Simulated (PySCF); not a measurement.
# PH2: EPR parameters at several levels of theory

How much do the EPR parameters of PH2 (`[PH2]`) depend on the level of theory, and what does each level cost?

The runs use PySCF 2.14.0, with density-fitted response routines of our own; the level of theory stands in each step. All values are computed, except where a source is named. Atoms are numbered from 0 throughout.

## Step 1: The molecule as given

3 atoms, charge 0, multiplicity 2; geometry from: GFN2-xTB.

Bonds of the start (Å): P0–H1 1.39, P0–H2 1.39.

## Step 2: Relaxing the molecule at PBE0-D3(BJ)/def2-SVP

What the job is given:

```
{"job": {"xc": "PBE0", "basis": "def2-SVP", "d3": "d3bj", "grid": 1, "kind": "geom"}, "charge": 0, "multiplicity": 2}
P      0.010970     0.646760    -0.004690
H     -0.990540    -0.320780    -0.021560
H      1.002520    -0.331060     0.001140
```

What it wrote:

```text
step   0  E = -342.26172943  max force = 0.024273
step   1  E = -342.26305068  max force = 0.000703
step   2  E = -342.26305632  max force = 0.000096
optimisation converged
```

Run time: 2 s. Hardware: 1 thread, shared host.

Relaxation path:

| step | energy from step 0 (eV) | largest force component (eV/Å) |
| --- | --- | --- |
| 0 | 0.0000 | 1.2482 |
| 1 | -0.0360 | 0.0361 |
| 2 | -0.0361 | 0.0049 |

Distances of close pairs at the start and the end, largest changes first:

| bond | before (Å) | after (Å) | change (Å) |
| --- | --- | --- | --- |
| P0–H2 | 1.393 | 1.433 | +0.041 |
| P0–H1 | 1.393 | 1.433 | +0.041 |

The end geometry stands in the next job.

| at the end point | value |
| --- | --- |
| point group (found at 0.08 Å tolerance) | C2v |
| rotational constants (GHz, main isotopes) | 266.4, 238.3, 125.8 |
| dipole moment (D) | 0.83 |
| ⟨S²⟩ | 0.755 |

## Step 3: EPR parameters: B3LYP/IGLO-III+pcH-1

What the job is given:

```
{"job": {"kind": "epr"}, "charge": 0, "multiplicity": 2}
P      0.011019     0.665724    -0.004568
H     -1.019674    -0.330161    -0.021727
H      1.031605    -0.340642     0.001185
```

Method: UKS B3LYP, IGLO-III on P, pcH-1 on H, non-relativistic, mean-field spin-orbit, GIAO.

What it wrote:

```text
UKS, coarse grid
  cycle   1  E = -342.53252345  |g| = 1.09e-01
  cycle   2  E = -342.53486306  |g| = 3.07e-02
  cycle   3  E = -342.53506063  |g| = 5.96e-03
  cycle   4  E = -342.53508510  |g| = 3.87e-03
  cycle   5  E = -342.53509429  |g| = 4.89e-04
UKS, final grid
  cycle   1  E = -342.53509283  |g| = 2.63e-04
  cycle   2  E = -342.53509287  |g| = 1.85e-04
  cycle   3  E = -342.53509288  |g| = 3.88e-05
  cycle   4  E = -342.53509289  |g| = 1.00e-05
internal stability: stable
E = -342.53509289 Eh   <S^2> = 0.7547 (exact 0.7500)
g shifts (ppm)      1          2          3
  rmc          -162       -162       -162
  gc             -9         38         36
  oz_so          81       4745      14276
  total         -90       4621      14150
hyperfine (MHz)  atom isotope    a_iso     a_fc   dipolar eigenvalues
    0   31P     157.38     161.08   -330.96   -308.67    639.63
    1    1H     -39.66     -39.81    -17.74      2.83     14.91
    2    1H     -39.66     -39.81    -17.74      2.83     14.91
```

Wall time 2.8 s (1 thread, shared host).

Principal g values 2.00223, 2.00694, 2.01647; g(iso) = 2.00855, against 2.00232 for a free electron.

Mean a(iso) over the nuclei that a row names, and the largest dipolar term of the row (other rows stand at the frozen geometry):

| nuclei | isotope | a(iso) (MHz) | a(iso) (G, at g = 2.0023) | largest dipolar term (MHz) |
| --- | --- | --- | --- | --- |
| P0 | 31P | 157.4 | 56.2 | 639.6 |
| H1, H2 | 1H | -39.7 | -14.2 | -17.7 |

Mulliken spin populations:

| atom | value (e) |
| --- | --- |
| P0 | 1.07 |
| H1 | -0.04 |
| H2 | -0.04 |

In first order the couplings over 0.8 MHz of 31P, 1H give 6 distinct lines over 84.5 G, if the averaged nuclei exchange fast.

## Step 4: g tensor and hyperfine couplings: PBE/IGLO-III+pcH-1

What the job is given:

```
{"job": {"kind": "epr", "xc": "PBE"}, "charge": 0, "multiplicity": 2}
P      0.011019     0.665724    -0.004568
H     -1.019674    -0.330161    -0.021727
H      1.031605    -0.340642     0.001185
```

Level: UKS PBE, IGLO-III on P, pcH-1 on H, non-relativistic, mean-field spin-orbit, GIAO.

What it wrote:

```text
UKS, coarse grid
  cycle   1  E = -342.34268264  |g| = 1.32e-01
  cycle   2  E = -342.34576948  |g| = 4.00e-02
  cycle   3  E = -342.34623728  |g| = 1.35e-02
  cycle   4  E = -342.34634108  |g| = 5.43e-03
  cycle   5  E = -342.34635537  |g| = 1.01e-03
  cycle   6  E = -342.34635552  |g| = 3.21e-04
UKS, final grid
  cycle   1  E = -342.34634743  |g| = 3.09e-04
  cycle   2  E = -342.34634742  |g| = 3.45e-04
  cycle   3  E = -342.34634750  |g| = 3.02e-05
  cycle   4  E = -342.34634750  |g| = 5.33e-06
internal stability: stable
E = -342.34634750 Eh   <S^2> = 0.7547 (exact 0.7500)
g shifts (ppm)      1          2          3
  rmc          -158       -158       -158
  gc            -10         37         34
  oz_so         117       5060      13688
  total         -51       4938      13563
hyperfine (MHz)  atom isotope    a_iso     a_fc   dipolar eigenvalues
    0   31P      82.06      85.51   -323.33   -301.52    624.85
    1    1H     -44.30     -44.45    -17.80      3.11     14.69
    2    1H     -44.30     -44.45    -17.80      3.11     14.69
```

Run time: 2.1 s. Hardware: 1 thread, shared host.

Key values: g(iso) 2.00847.

## Step 5: EPR parameters: PBE0/IGLO-III+pcH-1

What the job is given:

```
{"job": {"kind": "epr", "xc": "PBE0"}, "charge": 0, "multiplicity": 2}
P      0.011019     0.665724    -0.004568
H     -1.019674    -0.330161    -0.021727
H      1.031605    -0.340642     0.001185
```

Level: UKS PBE0, IGLO-III on P, pcH-1 on H, non-relativistic, mean-field spin-orbit, GIAO.

What it wrote:

```text
UKS, coarse grid
  cycle   1  E = -342.37445783  |g| = 1.10e-01
  cycle   2  E = -342.37727069  |g| = 3.25e-02
  cycle   3  E = -342.37754656  |g| = 6.81e-03
  cycle   4  E = -342.37758494  |g| = 3.67e-03
  cycle   5  E = -342.37759372  |g| = 6.38e-04
UKS, final grid
  cycle   1  E = -342.37758778  |g| = 3.60e-04
  cycle   2  E = -342.37758785  |g| = 2.45e-04
  cycle   3  E = -342.37758788  |g| = 5.31e-05
  cycle   4  E = -342.37758789  |g| = 1.06e-05
internal stability: stable
E = -342.37758789 Eh   <S^2> = 0.7565 (exact 0.7500)
g shifts (ppm)      1          2          3
  rmc          -159       -159       -159
  gc            -10         37         35
  oz_so         123       4644      13500
  total         -46       4523      13376
hyperfine (MHz)  atom isotope    a_iso     a_fc   dipolar eigenvalues
    0   31P     135.52     139.10   -325.16   -298.45    623.62
    1    1H     -46.49     -46.63    -17.85      3.14     14.71
    2    1H     -46.49     -46.63    -17.85      3.14     14.71
```

Run time: 2.2 s. Hardware: 1 thread, shared host.

This run: g(iso) 2.00827.

## Step 6: EPR parameters: BHandHLYP/IGLO-III+pcH-1

What the job is given:

```
{"job": {"kind": "epr", "xc": "BHandHLYP"}, "charge": 0, "multiplicity": 2}
P      0.011019     0.665724    -0.004568
H     -1.019674    -0.330161    -0.021727
H      1.031605    -0.340642     0.001185
```

Level: UKS BHandHLYP, IGLO-III on P, pcH-1 on H, non-relativistic, mean-field spin-orbit, GIAO.

What it wrote:

```text
UKS, coarse grid
  cycle   1  E = -342.50407659  |g| = 1.03e-01
  cycle   2  E = -342.50869750  |g| = 3.27e-02
  cycle   3  E = -342.50912946  |g| = 7.86e-03
  cycle   4  E = -342.50919990  |g| = 1.60e-03
  cycle   5  E = -342.50920383  |g| = 4.58e-04
UKS, final grid
  cycle   1  E = -342.50920279  |g| = 2.06e-04
  cycle   2  E = -342.50920286  |g| = 9.94e-05
  cycle   3  E = -342.50920287  |g| = 4.69e-05
  cycle   4  E = -342.50920288  |g| = 9.30e-06
internal stability: stable
E = -342.50920288 Eh   <S^2> = 0.7569 (exact 0.7500)
g shifts (ppm)      1          2          3
  rmc          -163       -163       -163
  gc             -9         39         36
  oz_so          86       4246      13996
  total         -86       4122      13870
hyperfine (MHz)  atom isotope    a_iso     a_fc   dipolar eigenvalues
    0   31P     224.47     228.32   -333.64   -305.37    639.01
    1    1H     -41.46     -41.60    -17.78      2.85     14.93
    2    1H     -41.46     -41.60    -17.78      2.85     14.93
```

It took 2 s on 1 thread, shared host.

Key values: g(iso) 2.00829.

## Step 7: EPR parameters: HF/IGLO-III+pcH-1

What the job is given:

```
{"job": {"kind": "epr", "xc": "HF"}, "charge": 0, "multiplicity": 2}
P      0.011019     0.665724    -0.004568
H     -1.019674    -0.330161    -0.021727
H      1.031605    -0.340642     0.001185
```

Level: UKS HF, IGLO-III on P, pcH-1 on H, non-relativistic, mean-field spin-orbit, GIAO.

What it wrote:

```text
UKS, final grid
  cycle   1  E = -341.86025992  |g| = 1.38e-01
  cycle   2  E = -341.87475536  |g| = 4.44e-02
  cycle   3  E = -341.87646234  |g| = 1.74e-02
  cycle   4  E = -341.87691878  |g| = 5.20e-03
  cycle   5  E = -341.87696834  |g| = 1.76e-03
  cycle   6  E = -341.87697427  |g| = 6.25e-04
  cycle   7  E = -341.87697515  |g| = 2.14e-04
  cycle   8  E = -341.87697527  |g| = 9.08e-05
  cycle   9  E = -341.87697529  |g| = 4.18e-05
  cycle  10  E = -341.87697530  |g| = 9.60e-06
  cycle  11  E = -341.87697530  |g| = 2.99e-06
internal stability: stable
E = -341.87697530 Eh   <S^2> = 0.7679 (exact 0.7500)
g shifts (ppm)      1          2          3
  rmc          -161       -161       -161
  gc            -10         40         36
  oz_so         194       3075      11397
  total          23       2954      11272
hyperfine (MHz)  atom isotope    a_iso     a_fc   dipolar eigenvalues
    0   31P     367.19     371.67   -332.55   -282.00    614.55
    1    1H     -69.45     -69.56    -18.19      2.67     15.52
    2    1H     -69.45     -69.56    -18.19      2.67     15.52
```

Wall time 1.1 s (1 thread, shared host).

Key values: g(iso) 2.00707.

## Step 8: g tensor and hyperfine couplings: CAM-B3LYP/IGLO-III+pcH-1

What the job is given:

```
{"job": {"kind": "epr", "xc": "CAM-B3LYP"}, "charge": 0, "multiplicity": 2}
P      0.011019     0.665724    -0.004568
H     -1.019674    -0.330161    -0.021727
H      1.031605    -0.340642     0.001185
```

Method: UKS CAM-B3LYP, IGLO-III on P, pcH-1 on H, non-relativistic, mean-field spin-orbit, GIAO.

What it wrote:

```text
UKS, coarse grid
  cycle   1  E = -342.51325182  |g| = 1.15e-01
  cycle   2  E = -342.51715214  |g| = 3.95e-02
  cycle   3  E = -342.51759262  |g| = 6.79e-03
  cycle   4  E = -342.51764723  |g| = 1.55e-03
  cycle   5  E = -342.51765154  |g| = 4.04e-04
UKS, final grid
  cycle   1  E = -342.51764744  |g| = 1.80e-04
  cycle   2  E = -342.51764749  |g| = 8.66e-05
  cycle   3  E = -342.51764750  |g| = 4.35e-05
  cycle   4  E = -342.51764751  |g| = 7.48e-06
internal stability: stable
E = -342.51764751 Eh   <S^2> = 0.7551 (exact 0.7500)
g shifts (ppm)      1          2          3
  rmc          -162       -162       -162
  gc             -9         39         36
  oz_so          71       4827      15129
  total        -101       4704      15002
hyperfine (MHz)  atom isotope    a_iso     a_fc   dipolar eigenvalues
    0   31P     114.77     118.33   -335.17   -311.68    646.84
    1    1H     -38.26     -38.40    -17.77      2.82     14.96
    2    1H     -38.26     -38.40    -17.77      2.82     14.96
```

Wall time 2.2 s (1 thread, shared host).

In short: g(iso) 2.00885.

## Step 9: Comparing the runs: EPR parameters

g, ⟨S²⟩ and isotropic hyperfine couplings (MHz), with basis size and wall time:

| run | g(iso) | ⟨S²⟩ | 31P P0 | 1H H1 (mean) | functions | time |
| --- | --- | --- | --- | --- | --- | --- |
| B3LYP/IGLO-III+pcH-1 | 2.00855 | 0.755 | 157.4 | -39.7 | 64 | 2.8 s |
| PBE/IGLO-III+pcH-1 | 2.00847 | 0.755 | 82.1 | -44.3 | 64 | 2.1 s |
| PBE0/IGLO-III+pcH-1 | 2.00827 | 0.757 | 135.5 | -46.5 | 64 | 2.2 s |
| BHandHLYP/IGLO-III+pcH-1 | 2.00829 | 0.757 | 224.5 | -41.5 | 64 | 2 s |
| HF/IGLO-III+pcH-1 | 2.00707 | 0.768 | 367.2 | -69.4 | 64 | 1.1 s |
| CAM-B3LYP/IGLO-III+pcH-1 | 2.00885 | 0.755 | 114.8 | -38.3 | 64 | 2.2 s |

## Step 10: What came out

```
                            quantity                       value
                         point group                         C2v
rotational constants (main isotopes)  266.43, 238.31, 125.79 GHz
                      g(iso) (B3LYP)                     2.00855
                                ⟨S²⟩          0.755 (exact 0.75)
  largest a(iso) (averaged by class)        31P on P0, 157.4 MHz
```

In words: Single values in the summary come from the first run of each kind that ended normally (B3LYP/IGLO-III+pcH-1), which need not be the best level. Relaxing lowered the energy by 0.036 eV in 2 steps; the close pair that moved most is P0–H2, from 1.393 to 1.433 Å. P0 carries the largest spin population, 1.07 e. The isotropic g lies 6.2 ppt above the free-electron value. The coupling of 31P on P0 runs from 82.1 (PBE/IGLO-III+pcH-1) to 367.2 MHz (HF/IGLO-III+pcH-1).
